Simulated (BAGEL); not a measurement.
**HF/STO-3G (density fitting with qzvpp-jkfit) run of C2HClFO− (SMILES [O-]/C=C(/F)Cl)**

What is the vertical ionisation energy of C2HClFO− at HF/STO-3G (density fitting with qzvpp-jkfit)? 

Program for the calculation: BAGEL 1.2.2.

1 further run of the same task is left out (it didn't finish).

## Step 1: Starting point

C2HClFO−: 6 atoms, total charge -1, spin state singlet. As SMILES, `[O-]/C=C(/F)Cl`. The shape is that of a GFN2-xTB optimisation.

Bond lengths: O1–C2 1.251 Å, C2–C3 1.352 Å, C3–F4 1.392 Å, C3–Cl5 1.741 Å, C2–H6 1.122 Å. Angles: O1–C2–C3 130.0°, C2–C3–F4 121.5°, C2–C3–Cl5 127.0°, F4–C3–Cl5 111.4°, O1–C2–H6 119.7°, C3–C2–H6 110.3°.

## Step 2: A single-point energy at HF/STO-3G (density fitting with qzvpp-jkfit)

input.json reads:

```json
{ "bagel" : [

{
  "title" : "molecule",
  "basis" : "sto-3g",
  "df_basis" : "qzvpp-jkfit",
  "angstrom" : true,
  "geometry" : [
    { "atom" : "O", "xyz" : [      -1.548270,       0.513920,       0.843300 ] },
    { "atom" : "C", "xyz" : [      -0.405270,       0.040130,       0.657680 ] },
    { "atom" : "C", "xyz" : [       0.332050,      -0.033240,      -0.473730 ] },
    { "atom" : "F", "xyz" : [       1.595450,      -0.617830,      -0.482930 ] },
    { "atom" : "Cl", "xyz" : [      -0.137690,       0.491220,      -2.066060 ] },
    { "atom" : "H", "xyz" : [       0.163720,      -0.394190,       1.521740 ] }
  ]
},

{
  "title" : "hf",
  "charge" : -1
},

{
  "title" : "print",
  "file" : "orbitals.molden",
  "orbitals" : true
}

]}
```

Started as:

```
BAGEL_NUM_THREADS=1 BAGEL input.json > input.out
```

The log of the run:

```text
* using 1 threads per process

  ===============================================================
  ===============================================================

  *** Geometry ***

  { "atom" : "O", "xyz" : [     -2.925806,      0.971168,      1.593606 ] },
  { "atom" : "C", "xyz" : [     -0.765849,      0.075835,      1.242835 ] },
  { "atom" : "C", "xyz" : [      0.627484,     -0.062814,     -0.895220 ] },
  { "atom" : "F", "xyz" : [      3.014964,     -1.167529,     -0.912605 ] },
  { "atom" : "Cl", "xyz" : [     -0.260196,      0.928271,     -3.904288 ] },
  { "atom" : "H", "xyz" : [      0.309386,     -0.744911,      2.875672 ] },

  Number of auxiliary basis functions:      450

  Since a DF basis is specified, we compute 2- and 3-index integrals:
    o Being stored without compression. Storage requirement is 0.003 GB

  Number of basis functions:       30
  Number of electrons      :       47

    * METHOD: MOLECULE                             0.51

  *** RHF ***

  === Nuclear Repulsion ===
   202.9156613094

      * DIIS with orbital gradients will be used.

  === RHF iteration (sto-3g) ===
      0       -701.44259098          0.02416866           0.03
      1       -701.55088310          0.01874223           0.04
      2       -701.63923810          0.00202925           0.04
      3       -701.64199938          0.00076290           0.04
      4       -701.64242485          0.00021820           0.04
      5       -701.64246742          0.00006122           0.04
      6       -701.64247013          0.00002170           0.04
      7       -701.64247046          0.00000538           0.04
      8       -701.64247048          0.00000293           0.04
      9       -701.64247048          0.00000070           0.04
     10       -701.64247048          0.00000019           0.04
     11       -701.64247048          0.00000008           0.04
     12       -701.64247048          0.00000004           0.04
     13       -701.64247048          0.00000001           0.04
     14       -701.64247048          0.00000000           0.04
    * SCF iteration converged.

    * Permanent dipole moment:
           (   -0.897876,     0.309375,     0.511296) a.u.

    * METHOD: HF                                   0.73

    * METHOD: PRINT                                0.00

  ===============================================================
```

Run time: 1.7 s. Hardware: 1 thread of Intel Xeon at 2.50GHz (Skylake/Cascade Lake), shared host.

## Step 3: Doublet neutral C2HClFO

hf.json reads:

```json
{ "bagel" : [

{
  "title" : "molecule",
  "basis" : "sto-3g",
  "df_basis" : "qzvpp-jkfit",
  "angstrom" : "true",
  "geometry" : [
    { "atom" : "O", "xyz" : [      -1.548270,       0.513920,       0.843300 ] },
    { "atom" : "C", "xyz" : [      -0.405270,       0.040130,       0.657680 ] },
    { "atom" : "C", "xyz" : [       0.332050,      -0.033240,      -0.473730 ] },
    { "atom" : "F", "xyz" : [       1.595450,      -0.617830,      -0.482930 ] },
    { "atom" : "Cl", "xyz" : [      -0.137690,       0.491220,      -2.066060 ] },
    { "atom" : "H", "xyz" : [       0.163720,      -0.394190,       1.521740 ] }
  ]
},

{ "title" : "uhf", "nopen" : 1 },

{ "title" : "print", "file" : "orbitals.molden", "orbitals" : "true" }

]}
```

Started as:

```
BAGEL_NUM_THREADS=1 BAGEL hf.json > hf.out
```

The log of the run:

```text
* using 1 threads per process

  ===============================================================
  ===============================================================

  *** Geometry ***

  { "atom" : "O", "xyz" : [     -2.925806,      0.971168,      1.593606 ] },
  { "atom" : "C", "xyz" : [     -0.765849,      0.075835,      1.242835 ] },
  { "atom" : "C", "xyz" : [      0.627484,     -0.062814,     -0.895220 ] },
  { "atom" : "F", "xyz" : [      3.014964,     -1.167529,     -0.912605 ] },
  { "atom" : "Cl", "xyz" : [     -0.260196,      0.928271,     -3.904288 ] },
  { "atom" : "H", "xyz" : [      0.309386,     -0.744911,      2.875672 ] },

  Number of auxiliary basis functions:      450

  Since a DF basis is specified, we compute 2- and 3-index integrals:
    o Being stored without compression. Storage requirement is 0.003 GB

  Number of basis functions:       30
  Number of electrons      :       47

    * METHOD: MOLECULE                             0.36

  *** Open-shell HF ***

  === Nuclear Repulsion ===
   202.9156613094

      * DIIS with orbital gradients will be used.

  === UHF iteration (sto-3g) ===
      0       -701.42743690          0.06180933           0.08
      1       -701.57484266          0.05184034           0.08
      2       -701.68835327          0.03199632           0.07
      3       -701.76127894          0.00308323           0.06
      4       -701.77400325          0.00229314           0.06
      5       -701.78309670          0.00168390           0.05
      6       -701.78902080          0.00049220           0.05
      7       -701.78906666          0.00015824           0.05
      8       -701.78909977          0.00004109           0.05
      9       -701.78910388          0.00001865           0.05
     10       -701.78910472          0.00001023           0.06
     11       -701.78910488          0.00000889           0.05
     12       -701.78910498          0.00000738           0.07
     13       -701.78910502          0.00000486           0.09
     14       -701.78910508          0.00000174           0.09
     15       -701.78910513          0.00000107           0.07
     16       -701.78910516          0.00000056           0.07
     17       -701.78910516          0.00000028           0.07
     18       -701.78910516          0.00000012           0.07
     19       -701.78910516          0.00000006           0.07
     20       -701.78910516          0.00000005           0.07
     21       -701.78910516          0.00000004           0.07
     22       -701.78910516          0.00000003           0.06
     23       -701.78910516          0.00000001           0.07
     24       -701.78910516          0.00000001           0.07
    * SCF iteration converged.

    * S^2 (UHF) is 1.0297

    * Permanent dipole moment:
           (   -0.343617,     0.248565,    -0.491923) a.u.

    * METHOD: UHF                                  1.82

    * METHOD: PRINT                                0.00

  ===============================================================
```

Wall time 2.6 s (1 thread of Intel Xeon at 2.50GHz (Skylake/Cascade Lake), shared host).

## Step 4: Summary of results

Level: HF/STO-3G (density fitting with qzvpp-jkfit).

```
                                                               quantity          value
                                         singlet C2HClFO−: total energy  -701.64247 Eh
                                          singlet C2HClFO−: HOMO energy        2.12 eV
                                          singlet C2HClFO−: LUMO energy       16.86 eV
singlet C2HClFO−: HOMO–LUMO gap (to an unbound level, set by the basis)       14.74 eV
                                  doublet neutral C2HClFO: total energy  -701.78911 Eh
                                 doublet neutral C2HClFO: dipole moment         1.65 D
                                          doublet neutral C2HClFO: ⟨S²⟩          1.030
                    vertical detachment energy (to the doublet neutral)      -3.990 eV
```

In words: The species is unbound against losing an electron at this level, by 3.99 eV (−92 kcal/mol); missing correlation or diffuse functions can give that sign where the real anion is bound. In a minimal basis such a difference can be off by several eV, whatever the method. The HOMO (singlet C2HClFO−) lies at positive energy, 2.12 eV: the electron is unbound at this level or held by a compact basis; values depend on the basis. ⟨S²⟩ (doublet neutral C2HClFO) is 1.03 where a pure doublet has 0.75: the reference is spin-contaminated.
